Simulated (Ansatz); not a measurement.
Geometry optimisation, RKS B3LYP-D4/def2-SVP in Ansatz 0.2.0.

The input (input.yaml):

```yaml
crystal:
  periodic: [false, false, false]
  atoms:
    - { symbol: C, position_ang: [-0.8138, 0.6434, -0.3067] }
    - { symbol: S, position_ang: [-0.1313, -0.3543, 0.9605] }
    - { symbol: Si, position_ang: [1.6287, -1.1128, 0.0323] }
    - { symbol: H, position_ang: [-1.7157, 1.136, 0.0578] }
    - { symbol: H, position_ang: [-0.1826, 1.4947, -0.6102] }
    - { symbol: H, position_ang: [-1.0985, 0.1139, -1.2098] }
    - { symbol: H, position_ang: [2.3744, -1.9888, 1.0304] }
basis:
  gaussian: { orbitals: def2-SVP }
hamiltonian:
  xc: b3lyp
  dispersion: d4
relax:
  f_tol: 0.015
  max_steps: 40
output:
  orbitals: {}
```

Launched with:

```bash
$ ansatz run input.yaml --threads 1 --pin off --max-ram 2048MiB --backend cpu --events-out ev --progress --plain --runs-dir out
```

**Question.** Where does it end, and by what steps?

**Answer.** The forces met the threshold. After 5 steps the energy has fallen by 0.355 eV; H7 moved furthest, 0.28 Å.

```json
{"step": "0", "energy less start (eV)": "0.0000", "largest force component (eV/Å)": "1.822", "accepted": "yes"}
{"step": "1", "energy less start (eV)": "-0.2761", "largest force component (eV/Å)": "1.075", "accepted": "yes"}
{"step": "2", "energy less start (eV)": "-0.3367", "largest force component (eV/Å)": "0.443", "accepted": "yes"}
{"step": "3", "energy less start (eV)": "-0.3469", "largest force component (eV/Å)": "0.351", "accepted": "yes"}
{"step": "4", "energy less start (eV)": "-0.3551", "largest force component (eV/Å)": "0.043", "accepted": "yes"}
{"step": "5", "energy less start (eV)": "-0.3552", "largest force component (eV/Å)": "0.010", "accepted": "yes"}
```

```xyz
7
Properties=species:S:1:pos:R:3
C -0.823 0.675 -0.322
S 0.018 -0.404 0.910
Si 1.745 -1.116 -0.110
H -1.728 1.073 0.157
H -0.173 1.510 -0.615
H -1.109 0.098 -1.212
H 2.131 -1.904 1.145
```

Whether the end is a true minimum wasn't checked by a vibrational analysis.

Time of the run: 14 s on 1 thread of Arm Neoverse V2, with other jobs on the host, peak memory 0.13 GiB.
